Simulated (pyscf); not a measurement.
## •O–OH, doublet

Gas-phase minimum from PySCF at ωB97X-D3(BJ)/def2-SVP, one conformer. 

SMILES: [O]O
```xyz
3

O      0.4011    -0.0840     0.9058
O     -0.8767    -0.3128     0.7726
H     -0.9633    -0.9423     0.0291
```
Charge 0, spin multiplicity 2.

Bond lengths (Å): O1–O2 1.305, O2–H3 0.978. Bond angles (°): O1–O2–H3 106.1.

Properties at ωB97X-D3(BJ)/def2-SVP:

* **Harmonic wavenumbers, unscaled**: 1262, 1464, 3655 cm⁻¹
* **Zero-point energy**: 9.1 kcal/mol
* **Rotational symmetry number**: 1
* **Entropy of this conformer at 298 K and 1 atm, rigid rotor and harmonic oscillator, modes under 100 cm⁻¹ raised to 100**: 228.4 J/(mol K)
* **Dipole moment**: 2.31 D
* **Spin expectation value S2**: 0.753

Single-point totals, which compare only within one level (frozen core for MP2 and CC):

| level | total energy (hartree) |
|---|---|
| ωB97X-D3(BJ)/def2-TZVP | -150.99320 |
| PBE/def2-TZVP | -150.82740 |
| r²SCAN/def2-TZVP | -150.90249 |
| B3LYP-D3(BJ)/def2-TZVP | -150.97635 |
| PBE0-D3(BJ)/def2-TZVP | -150.81730 |
| M06-2X/def2-TZVP | -150.90795 |
| ωB97M-D3(BJ)/def2-TZVP | -151.00224 |
| UHF/def2-TZVPP | -150.24490 |
| MP2/def2-TZVPP | -150.68495 |
| CCSD/def2-TZVPP | -150.70134 |
| CCSD(T)/def2-TZVPP | -150.71792 |

The CCSD(T) − MP2 part came from Ansatz, without density fitting, on the same reference.
